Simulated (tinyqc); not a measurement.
Extended Hueckel theory, for HF+, step by step. The parameters take no account of the charge, which enters only through the electron count. One step of it, computed by the program tinyqc.

Task: Wolfsberg-Helmholz matrix. H_ij = K' S_ij (H_ii + H_jj)/2 for i != j (the diagonal keeps H_ii), with K' = K + D^2 + D^4 (1 - K), D = (H_ii - H_jj)/(H_ii + H_jj), K = 1.75.

overlap S, order 1F 2s, 1F 2px, 1F 2py, 1F 2pz, 2H 1s:
$$\begin{pmatrix}
1.000000 & 0.000000 & 0.000000 & 0.000000 & 0.514202 \\
0.000000 & 1.000000 & 0.000000 & 0.000000 & 0.000000 \\
0.000000 & 0.000000 & 1.000000 & 0.000000 & 0.000000 \\
0.000000 & 0.000000 & 0.000000 & 1.000000 & 0.403996 \\
0.514202 & 0.000000 & 0.000000 & 0.403996 & 1.000000
\end{pmatrix}$$

diagonal H_ii (eV): 1F 2s -40.000000, 1F 2px -18.100000, 1F 2py -18.100000, 1F 2pz -18.100000, 2H 1s -13.600000

K = 1.750000

Give: H.

Result:

H (eV), order 1F 2s, 1F 2px, 1F 2py, 1F 2pz, 2H 1s:
$$\begin{pmatrix}
-40.0000 & 0.0000 & 0.0000 & 0.0000 & -26.8509 \\
0.0000 & -18.1000 & 0.0000 & 0.0000 & 0.0000 \\
0.0000 & 0.0000 & -18.1000 & 0.0000 & 0.0000 \\
0.0000 & 0.0000 & 0.0000 & -18.1000 & -11.3329 \\
-26.8509 & 0.0000 & 0.0000 & -11.3329 & -13.6000
\end{pmatrix}$$
